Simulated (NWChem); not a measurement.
Everything below was run with NWChem. System: Be, charge 0, spin multiplicity 1. Level: RHF/def2-TZVP.

The NWChem input:

```
start mol
memory heap 200 mb stack 900 mb global 1100 mb
geometry units angstroms nocenter noautoz
  Be     0.000000     0.000000     0.000000
  symmetry group D2h
end
basis spherical
  * library def2-tzvp
end
scf
  rhf
  nopen 0
  maxiter 100
  thresh 1e-7
  semidirect memsize 60000000 filesize 0
end
task scf energy
```

Part of the output:

```
             Northwest Computational Chemistry Package (NWChem) 7.3.0
             --------------------------------------------------------

                                NWChem Input Module
                                -------------------

 Scaling coordinates for geometry "geometry" by  1.889725989
 (inverse scale =  0.529177249)

                             Geometry "geometry" -> ""
                             -------------------------

 Output coordinates in angstroms (scale by  1.889725989 to convert to a.u.)

  No.       Tag          Charge          X              Y              Z
 ---- ---------------- ---------- -------------- -------------- --------------
    1 Be                   4.0000     0.00000000     0.00000000     0.00000000

 Effective nuclear repulsion energy (a.u.)       0.0000000000

            Nuclear Dipole moment (a.u.)
            ----------------------------
        X                 Y               Z
 ---------------- ---------------- ----------------
     0.0000000000     0.0000000000     0.0000000000

      Symmetry information
      --------------------

 Group name             D2h
 Group number             26
 Group order               8
 No. of unique centers     1

      Symmetry unique atoms

     1


 Summary of "ao basis" -> "" (spherical)
 ------------------------------------------------------------------------------
       Tag                 Description            Shells   Functions and Types
 ---------------- ------------------------------  ------  ---------------------
 *                         def2-tzvp                  on all atoms

 Summary of "ao basis" -> "ao basis" (spherical)
 ------------------------------------------------------------------------------
       Tag                 Description            Shells   Functions and Types
 ---------------- ------------------------------  ------  ---------------------
 Be                        def2-tzvp                 9       19   5s3p1d

                                 NWChem SCF Module
                                 -----------------

  ao basis        = "ao basis"
[...]
 Nuclear repulsion energy =      0.000000000000

        Time for solution =      0.0s

       Symmetry analysis of molecular orbitals - final
       -----------------------------------------------

  Numbering of irreducible representations:

     1 ag          2 au          3 b1g         4 b1u         5 b2g
     6 b2u         7 b3g         8 b3u

  Orbital symmetries:

     1 ag          2 ag          3 b3u         4 b2u         5 b1u
     6 ag          7 b2u         8 b3u         9 b1u        10 ag
    11 ag         12 ag

             Final eigenvalues
             -----------------

              1
    1   -4.7326
    2   -0.3092
    3    0.0581
    4    0.0581
    5    0.0581
    6    0.0877
    7    0.3493
    8    0.3493
    9    0.3493
   10    0.4927
   11    0.5051
   12    0.5051

                       ROHF Final Molecular Orbital Analysis
                       -------------------------------------

 Vector    2  Occ=2.000000D+00  E=-3.092064D-01  Symmetry=ag
              MO Center=  2.7D-42, -1.8D-42, -4.6D-42, r^2= 2.4D+00
   Bfn.  Coefficient  Atom+Function         Bfn.  Coefficient  Atom+Function
  ----- ------------  ---------------      ----- ------------  ---------------
     4      0.531910  1 Be s                  3      0.448806  1 Be s
     2     -0.204315  1 Be s

 Vector    3  Occ=0.000000D+00  E= 5.813837D-02  Symmetry=b3u
              MO Center= -4.6D-27,  2.0D-62,  6.7D-64, r^2= 4.5D+00
   Bfn.  Coefficient  Atom+Function         Bfn.  Coefficient  Atom+Function
  ----- ------------  ---------------      ----- ------------  ---------------
    12      0.795488  1 Be px                 6     -0.292093  1 Be px

 Vector    4  Occ=0.000000D+00  E= 5.813837D-02  Symmetry=b2u
              MO Center= -1.3D-62,  3.2D-27,  1.3D-65, r^2= 4.5D+00
   Bfn.  Coefficient  Atom+Function         Bfn.  Coefficient  Atom+Function
  ----- ------------  ---------------      ----- ------------  ---------------
    13      0.795488  1 Be py                 7     -0.292093  1 Be py

 Vector    5  Occ=0.000000D+00  E= 5.813837D-02  Symmetry=b1u
              MO Center=  2.8D-34, -1.8D-34,  6.2D-23, r^2= 4.5D+00
   Bfn.  Coefficient  Atom+Function         Bfn.  Coefficient  Atom+Function
  ----- ------------  ---------------      ----- ------------  ---------------
    14      0.795488  1 Be pz                 8     -0.292093  1 Be pz

 center of mass
 --------------
 x =   0.00000000 y =   0.00000000 z =   0.00000000

 moments of inertia (a.u.)
 ------------------
           0.000000000000           0.000000000000           0.000000000000
           0.000000000000           0.000000000000           0.000000000000
           0.000000000000           0.000000000000           0.000000000000

  Mulliken analysis of the total density
  --------------------------------------

    Atom       Charge   Shell Charges
 -----------   ------   -------------------------------------------------------
    1 Be   4     4.00   1.03  0.95  0.78  1.03  0.22  0.00  0.00  0.00  0.00

       Multipole analysis of the density wrt the origin
       ------------------------------------------------

     L   x y z        total         open         nuclear
     -   - - -        -----         ----         -------
     0   0 0 0     -0.000000      0.000000      4.000000

     1   1 0 0      0.000000      0.000000      0.000000
     1   0 1 0     -0.000000      0.000000      0.000000
     1   0 0 1     -0.000000      0.000000      0.000000

     2   2 0 0     -5.775571      0.000000      0.000000
     2   1 1 0      0.000000      0.000000      0.000000
     2   1 0 1     -0.000000      0.000000      0.000000
     2   0 2 0     -5.775571      0.000000      0.000000
     2   0 1 1     -0.000000      0.000000      0.000000
     2   0 0 2     -5.775571      0.000000      0.000000

 Task  times  cpu:        0.1s     wall:        0.1s

 Total times  cpu:        0.1s     wall:        0.1s
```
